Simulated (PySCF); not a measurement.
C4H6FN.
InChI=1S/C4H6FN/c5-3-1-4(6)2-3/h3,6H,1-2H2

The closed-shell ground state was solved at several levels (PySCF, density fitting, gas phase, non-relativistic). Isolated species at its PBE0-D3(BJ)/def2-SVP geometry (one conformer only).

| level | basis functions | HOMO (eV) | LUMO (eV) | gap (eV) | dipole (D) |
| --- | --- | --- | --- | --- | --- |
| wB97X-D/def2-SVPD | 171 | -9.56 | 1.32 | 10.88 | 1.56 |
| PBE0/pcSseg-1 | 132 | -7.57 | -0.36 | 7.21 | 1.57 |
| B3LYP/pcJ-1 | 222 | -7.30 | -0.59 | 6.71 | 1.57 |

(1) What might wB97X-D/pcSseg-2 (300 basis functions) give for the same quantities?

(2) Over all these levels, which gives the widest orbital gap and which the narrowest?

(3) How far do the dipole and the HOMO energy spread over the levels?

Results:

(1) HOMO -9.52 eV, LUMO 1.33 eV, gap 10.85 eV, dipole 1.59 D.

(2) wB97X-D/def2-SVPD (range-separated hybrid) has the widest, 10.88 eV, and B3LYP/pcJ-1 (global hybrid, 20 % exact exchange) the narrowest, 6.71 eV. Functional and basis both differ between the two, so the spread mixes both effects.

(3) The dipole runs from 1.56 to 1.59 D (mean 1.57 D) and the HOMO from -9.56 to -7.30 eV.
